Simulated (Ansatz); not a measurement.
This script makes a test of scalar relativity of PS with Ansatz 0.2.0, Python API.

`x2c_ps.py`
```python
"""PS with and without the spin-free two-component Hamiltonian."""

import ansatz
import numpy as np

config = {
    "functional": "hf",
}

molecule = (
    ansatz.Crystal.molecule()
    .atom("P", [0.0, 0.0, 0.0])
    .atom("S", [0.0, 0.0, 2.05])
)

base = molecule.calculation()
base = base.functional(config["functional"])
base = base.spin("collinear", total=1)
base = base.forces()
# a set contracted for a scalar-relativistic Hamiltonian goes with the relativistic run
sets = {"none": "cc-pVTZ", "scalar": "cc-pVTZ-DK"}
found = {kind: base.basis(gaussian=basis).pseudopotentials(relativity=kind).run().report for kind, basis in sets.items()}
for kind, each in found.items():
    dipole = 4.803205 * np.linalg.norm(each["charge_distribution"]["dipole_moment_e_ang"])
    print(f"{kind:7s} E = {each['free_energy_ev']:.4f} eV  dipole {dipole:.3f} D  largest force component {np.abs(each['forces_ev_ang']).max():.4f} eV/A")
print(f"relativity lowers the total energy by {found['none']['free_energy_ev'] - found['scalar']['free_energy_ev']:.3f} eV")
```

What does scalar relativity change in the total energy and in the dipole?

The total moves by -51.6 eV, nearly all in the cores, and the dipole from 0.77 to 0.78 D.

The run itself:

```console
$ python x2c_ps.py
none    E = -20089.8351 eV  dipole 0.774 D  largest force component 1.5231 eV/A
scalar  E = -20141.4263 eV  dipole 0.776 D  largest force component 1.5072 eV/A
relativity lowers the total energy by 51.591 eV
```

Caveats:
- Total energies depend on the basis set; only differences at equal settings carry meaning.
- The geometry is a force-field or estimated start, not a minimum of this method. The basis set changes with the Hamiltonian (a set recontracted for scalar relativity), and most of the change in the total lies in the cores.
- The species is open-shell (spin multiplicity 2).
- The expectation value of S² is noticeably off S(S+1) in at least one run, so that state is spin-contaminated.
- The spin state was assumed, and another may lie lower.
- Finished in 8.3 s on 1 thread of Arm Neoverse N1, with other jobs on the host, peak memory 0.17 GiB.
